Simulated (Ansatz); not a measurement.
# HS− (SMILES [SH-]) at 6 levels

Aim: a comparison of 6 runs (HF/cc-pVDZ, r2SCAN0/3-21G, UB3LYP/cc-pVDZ, r2SCAN0/cc-pVDZ, CCSDTQ/3-21G, CCSD(T)/3-21G) of HS−. 

The results are computed with Ansatz 0.2.0.

3 further runs of the same task are left out: 2 that didn't finish, 1 set aside as unsound or not needed.

**1. The system as given**

The species is HS− (2 atoms), meant as a singlet with charge -1. As SMILES, `[SH-]`. The H2–S1 distance was set to 2.692 Å, away from the relaxed value.

**2. The energy at HF/cc-pVDZ (run 1)**

in.yaml

```yaml
crystal:
  periodic: [false, false, false]
  atoms:
    - {symbol: S, position_ang: [1.724071, -0.563691, 0.886485]}
    - {symbol: H, position_ang: [-0.574700, 0.187900, -0.295500]}
basis:
  gaussian:
    orbitals: cc-pVDZ
accuracy: high
hamiltonian:
  xc: hf
total_charge: -1
```

The run is started by

```bash
ansatz run in.yaml --threads 1 --pin off --max-ram 2610MiB --events-out events.jsonl --progress --plain --runs-dir runs
```

Standard output:

```text
Warning: RAYON_NUM_THREADS=1 ignored (pool sized by the plan → 1); use --threads N
Functional definition: HF
  name "HF"
  exchange = exact_x
  correlation = 0
396 factors; integrals over basis functions are off by at most 3.0e-9 eV
mean field evaluation 1: about -10828.5735 eV, gradient 1.1e1 eV
mean field evaluation 2: about -10828.5998 eV, gradient 1.0e1 eV
mean field evaluation 4: about -10829.0137 eV, gradient 1.5e0 eV
mean field evaluation 8: about -10829.0236 eV, gradient 2.5e-3 eV
mean field evaluation 16: about -10824.5010 eV, gradient 1.6e1 eV
mean field -10829.02360928 eV, -397.9592774654 hartree, gradient 3.0e-8 eV, S^2 0.000000; 0 other end points of the search recorded, 0 dependent functions left out
reference -10829.02360928 eV, -397.9592774654 hartree; 9, 9 occupied and 14, 14 virtual orbitals, 396 factors
Total energy: -10829.02360928 eV, -397.9592774654 hartree
```

Wall time 0.18 s (1 thread of Arm Neoverse V2, shared host).

**3. A single-point energy at r2SCAN0/3-21G (run 2)**

run.yaml

```yaml
crystal:
  periodic: [false, false, false]
  atoms:
    - symbol: S
      position_ang: [1.724071, -0.563691, 0.886485]
    - symbol: H
      position_ang: [-0.574700, 0.187900, -0.295500]
basis:
  gaussian:
    orbitals: 3-21G.json
hamiltonian:
  xc: {name: r2SCAN0}
accuracy: high
total_charge: -1
```

The basis set 3-21G is read from a file made from the Basis Set Exchange's data (not shown).

The run is started by

```bash
ansatz run run.yaml --threads 1 --pin off --max-ram 2610MiB --events-out events.jsonl --progress --plain --runs-dir runs
```

Standard output:

```text
Warning: RAYON_NUM_THREADS=1 ignored (pool sized by the plan → 1); use --threads N
Functional definition: r2SCAN0
  name "r2SCAN0"
  parameter a = 0.25
  parameter k0 = 0.174
  parameter k1 = 0.065
  parameter a1 = 4.9479
  exchange = (1 - a)*r2scan_x(k0 = k0, k1 = k1, a1 = a1) + a*exact_x
  correlation = r2scan_c
264 factors; integrals over basis functions are off by at most 3.6e-9 eV
mean field evaluation 1: about -10791.2785 eV, gradient 2.0e1 eV
mean field evaluation 2: about -10782.0262 eV, gradient 4.1e1 eV
mean field evaluation 4: about -10793.3496 eV, gradient 1.3e0 eV
mean field evaluation 8: about -10793.3553 eV, gradient 1.4e-3 eV
mean field evaluation 16: about -10793.3553 eV, gradient 1.4e-8 eV
mean field -10793.35525884 eV, -396.6484897635 hartree, gradient 1.3e-8 eV, S^2 0.000000; 0 other end points of the search recorded, 0 dependent functions left out
reference -10793.35525911 eV, -396.6484897734 hartree; 9, 9 occupied and 6, 6 virtual orbitals, 264 factors
Total energy: -10793.35525911 eV, -396.6484897734 hartree
```

It took 0.86 s on 1 thread of Arm Neoverse V2, shared host; peak memory 0.09 GiB.

Runs 3 to 4 aren't shown in full; the table further down has their settings and results.

**4. The energy at CCSDTQ/3-21G (run 5)**

molecule.yaml

```yaml
crystal:
  periodic: [false, false, false]
  atoms:
    - symbol: S
      position_ang: [1.724071, -0.563691, 0.886485]
    - symbol: H
      position_ang: [-0.574700, 0.187900, -0.295500]
basis:
  gaussian:
    orbitals: 3-21G.json
total_charge: -1
correlation:
  method: ccsdtq
  frozen_orbitals: {H: 0, S: 5}
accuracy: high
scf:
  omitted_lower_state_checks: [cluster_reference, increment]
```

The basis set 3-21G is read from a file made from the Basis Set Exchange's data (not shown).

The run is started by

```bash
ansatz run molecule.yaml --threads 1 --pin off --max-ram 2610MiB --events-out events.jsonl --progress --plain --runs-dir runs
```

Standard output (excerpt; [...] marks lines left out):

```text
Warning: RAYON_NUM_THREADS=1 ignored (pool sized by the plan → 1); use --threads N
Functional definition: HF
  name "HF"
[...]
264 factors; integrals over basis functions are off by at most 3.6e-9 eV
[...]
mean field -10775.78598508 eV, -396.0028308616 hartree, gradient 3.2e-8 eV, S^2 0.000000; 2 other end points of the search recorded, 0 dependent functions left out; unrestricted orbitals would lower it
5 core orbitals not correlated: weight in the atoms' cores, before any rotation towards them, 1.000 or more for the frozen orbitals, at most 0.000 for the correlated occupied ones
reference -10775.78598508 eV, -396.0028308616 hartree; 4, 4 occupied and 6, 6 virtual orbitals, 264 factors
second order -2.00520818 eV of doubles, -0.00000000 eV of singles
cycle   1  -2.25667481 eV  change   -5.0e-1 eV  update   1.2e-1
[...]
cycle  21  -3.16485000 eV  change  -5.5e-10 eV  update  4.9e-10
WARN: these amplitudes may be one of several solutions (largest doubles amplitude 0.51, level shift 2.21 eV)
Total energy: -10778.95083508 eV, -396.1191369538 hartree
Checks for a lower state left out: cluster_reference, increment
```

Run time: 1.2 s. Hardware: 1 thread of Arm Neoverse V2, shared host; peak memory 0.12 GiB.

**5. A single-point energy at CCSD(T)/3-21G (run 6)**

molecule.yaml

```yaml
basis:
  gaussian:
    orbitals: 3-21G.json
crystal:
  periodic: [false, false, false]
  atoms:
    - {symbol: S, position_ang: [1.724071, -0.563691, 0.886485]}
    - {symbol: H, position_ang: [-0.574700, 0.187900, -0.295500]}
total_charge: -1
correlation:
  method: ccsd_t
  frozen_orbitals: {H: 0, S: 5}
accuracy: high
scf:
  omitted_lower_state_checks: [cluster_reference, increment]
```

The basis set 3-21G is read from a file made from the Basis Set Exchange's data (not shown).

The run is started by

```bash
ansatz run molecule.yaml --threads 1 --pin off --max-ram 2610MiB --events-out events.jsonl --progress --plain --runs-dir runs
```

Standard output (excerpt; [...] marks lines left out):

```text
Warning: RAYON_NUM_THREADS=1 ignored (pool sized by the plan → 1); use --threads N
Functional definition: HF
  name "HF"
[...]
264 factors; integrals over basis functions are off by at most 3.6e-9 eV
[...]
mean field -10775.78598508 eV, -396.0028308616 hartree, gradient 3.2e-8 eV, S^2 0.000000; 2 other end points of the search recorded, 0 dependent functions left out; unrestricted orbitals would lower it
5 core orbitals not correlated: weight in the atoms' cores, before any rotation towards them, 1.000 or more for the frozen orbitals, at most 0.000 for the correlated occupied ones
reference -10775.78598508 eV, -396.0028308616 hartree; 4, 4 occupied and 6, 6 virtual orbitals, 264 factors
second order -2.00520818 eV of doubles, -0.00000000 eV of singles
cycle   1  -2.25667593 eV  change   -5.0e-1 eV  update   1.2e-1
[...]
cycle  23  -3.04419455 eV  change  -7.9e-10 eV  update  1.4e-10
perturbative correction -0.15377639 eV, -0.0056511781 hartree
WARN: these amplitudes may be one of several solutions (largest doubles amplitude 0.49, level shift 2.21 eV)
Total energy: -10778.98395602 eV, -396.1203541259 hartree
Checks for a lower state left out: cluster_reference, increment
```

Run time: 0.16 s. Hardware: 1 thread of Arm Neoverse V2, shared host.

**6. The series**

```csv
run,level,frozen core orbitals,energy (Eh),wall time
1,HF/cc-pVDZ,–,-397.959277,0.18 s
2,r2SCAN0/3-21G,–,-396.648490,0.86 s
3,UB3LYP/cc-pVDZ,–,-398.703164,5.4 s
4,r2SCAN0/cc-pVDZ,–,-398.629223,1.2 s
5,CCSDTQ/3-21G,5,-396.119137,1.2 s
6,CCSD(T)/3-21G,5,-396.120354,0.16 s
```

**7. Results**

| quantity | value |
| --- | --- |
| run 6: total energy | -396.12035 Eh |
| run 6: correlation energy (5 core orbitals frozen) | -117.5 mEh |
| run 6: (T) correction | -5.65 mEh |
| run 6: T1 diagnostic | 0.063 |

**Reading.** Totals of different functionals can't be ranked against each other. In run 6 the T1 diagnostic is large, so a single reference may not serve. In runs 5, 6 the log says that unrestricted orbitals would lower the reference, so the values rest on an unstable closed-shell determinant (other closed-shell runs at this shape may share the fault). Spin contamination of the reference: run 3 ⟨S²⟩ = 0.72. Where it is this large, the reference is a mixture of spin states, and values that rest on it are in doubt. All runs together took 9.1 s, the longest 5.4 s.
